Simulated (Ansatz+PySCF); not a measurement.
Results of a calculation; reference values are marked as such.
This PySCF input gave a total energy of -794.78774 hartree.

```python
from pyscf import gto, scf

mol = gto.M(atom="""
S 0.000000 0.000000 -0.875830
S 0.000000 0.000000 0.875830
""", basis='def2-svp', charge=0, spin=2)
mf = scf.UHF(mol)
mf.kernel()
print(mf.converged, mf.e_tot, mf.spin_square()[0])
```

(1) Write an input for Ansatz with the same method and basis set.

Answers

(1)

```yaml
crystal:
  periodic: [false, false, false]
  atoms:
    - { symbol: S, position_ang: [0.0, 0.0, -0.87583] }
    - { symbol: S, position_ang: [0.0, 0.0, 0.87583] }
basis:
  gaussian: { orbitals: def2-SVP }
magnetization:
  spin_polarized: true
  initial_magnetization: 2
hamiltonian:
  xc: hf
scf:
  omitted_lower_state_checks: [stability, starts, atomic_configurations, cluster_reference, orbital_swaps, given_window_search, neighbouring_geometries, increment]
```

Ansatz (development build ahead of 0.2.0) gave -794.78774 hartree, 0.05 meV from the first.
